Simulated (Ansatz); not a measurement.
hcp Os was calculated with r²SCAN in Ansatz (PAW).

Run with plane-wave cutoff 560 eV, 24×24×14 k mesh (along the axes of the cell as run), Fermi–Dirac smearing 0.05 eV, no spin polarisation, scalar-relativistic PAW data made under PBE.

The volume scan:

| V (Å³/atom) | E − E_lowest (meV/atom) | P (GPa) |
|---|---|---|
| 13.455 | 32.33 | 19.21 |
| 13.735 | 7.77 | 9.06 |
| 14.016 | 0.00 | 0.00 |
| 14.296 | 7.20 | -8.07 |
| 14.576 | 27.73 | -15.26 |

Problem. Estimate the bulk modulus from the pressures at 13.735 and 14.296 Å³/atom, and compare it with a fit to all energies.

Solution. B = −V dP/dV. Between V = 13.735 and 14.296 Å³/atom, dP/dV = (-8.07 − (9.06))/(14.296 − 13.735) = -30.5 GPa per Å³/atom; at the midpoint 14.015 Å³/atom this gives B ≈ 428 GPa. The third-order Birch–Murnaghan fit gives V0 = 14.016 Å³/atom, B0 = 427 GPa, B′ = 4.8, which lies within 1 % of that estimate.

Shape and atoms are relaxed at each volume.

Measured, for comparison: bulk modulus 425 GPa (zero-point energy and finite temperature contributions removed; as tabulated in doi:10.1021/acs.jctc.3c00612). Computed (rounded) less measured: bulk modulus +0.5 %.

Note: the bulk modulus comes from volumes at which shape and atoms were relaxed.

Spin–orbit coupling is not included.

Computed values are for the static lattice.

Ansatz is a quantum-chemistry and plane-wave program.
